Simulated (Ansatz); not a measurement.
BClHO, SMILES O[B]Cl, a geometry optimisation

Computed with the Ansatz DFT code, driven from Python.

The script reads `bclho.xyz`:
```text
4

O     0.36950    0.13630   -0.92960
B    -0.72630   -0.14710    0.02520
Cl   -0.34190   -1.11240    1.52410
H     0.75430    1.06290   -0.64000
```

Typed at the interpreter:
```pycon
>>> import warnings
>>> import ansatz as az
>>> import numpy as np
>>> warnings.simplefilter("ignore", az.DeckWarning)
>>> geometry = az.Crystal.molecule_from_extxyz("bclho.xyz")
>>> model = (
...     geometry.calculation()
...     .basis(gaussian="6-31G*")
...     .functional("pbe", dispersion="d4")
...     .spin("collinear", total=1)
... )
>>> symbols = [site.symbol for site in geometry.cartesian_sites]
>>> start = np.array([site.position_ang for site in geometry.cartesian_sites], dtype=float)
>>> def progress(event):
...     if event["event"] == "relax_step":
...         row = event["data"]
...         print(f"step {row['step']:3d}  E = {row['lagrangian_ev']:.6f} eV  max force {row['allowed_force_max_ev_ang']:.4f} eV/A")
...
>>> data = model.relax(force_tolerance=0.02).session().plan().execute(on_event=progress).report
step   1  E = -15252.816478 eV  max force 2.9244 eV/A
step   2  E = -15253.097905 eV  max force 1.7210 eV/A
step   3  E = -15253.316814 eV  max force 2.1058 eV/A
step   4  E = -15253.501006 eV  max force 2.2186 eV/A
step   5  E = -15253.617013 eV  max force 0.1955 eV/A
step   6  E = -15253.619340 eV  max force 0.0979 eV/A
step   7  E = -15253.620030 eV  max force 0.0029 eV/A
>>> end = np.array(data["positions_ang"])
>>> for key in ("converged", "free_energy_ev", "reference_energy_ev", "n_frozen", "n_occupied", "n_virtual"):
...     print(f"{key:22s} {data[key]}")
...
converged              True
free_energy_ev         -15253.620052269067
reference_energy_ev    -15253.56203624426
n_frozen               0
n_occupied             [16, 15]
n_virtual              [35, 36]
>>> print("final positions (A) and the move of each atom")
final positions (A) and the move of each atom
>>> for symbol, xyz, old in zip(symbols, end, start):
...     print(f"{symbol:2s} {xyz[0]:10.5f} {xyz[1]:10.5f} {xyz[2]:10.5f}   {np.linalg.norm(xyz - old):7.4f}")
...
O     0.57125    0.18838   -0.58314    0.4043
B    -0.44784    0.06755    0.29787    0.4449
Cl   -0.55837   -1.33108    1.36454    0.3466
H     0.49056    1.01485   -1.09956    0.5320
>>> charges = data["charge_distribution"]
>>> print("dipole moment", round(4.803205 * float(np.linalg.norm(charges["dipole_moment_e_ang"])), 3), "D")
dipole moment 2.445 D
>>> print("Mulliken:", [(s, round(q, 3)) for s, q in zip(symbols, charges["mulliken_charges_e"])])
Mulliken: [('O', -0.44), ('B', 0.135), ('Cl', -0.121), ('H', 0.426)]
```

Reading the output:
- Total energies depend on the basis set; only differences at equal settings carry meaning.
- The end point is the stationary point reached from this start; no frequency run checks that it is a minimum, and the basis set is modest.
- The species is open-shell (spin multiplicity 2).
- Total less reference energy is the dispersion correction.
- It ran for 14 s on 1 thread of Intel(R) Xeon(R) Platinum 8259CL CPU @ 2.50GHz (Skylake/Cascade Lake), with other jobs on the host, peak memory 0.21 GiB.

(Lines on the test bed's own set-up are left out of the output.)
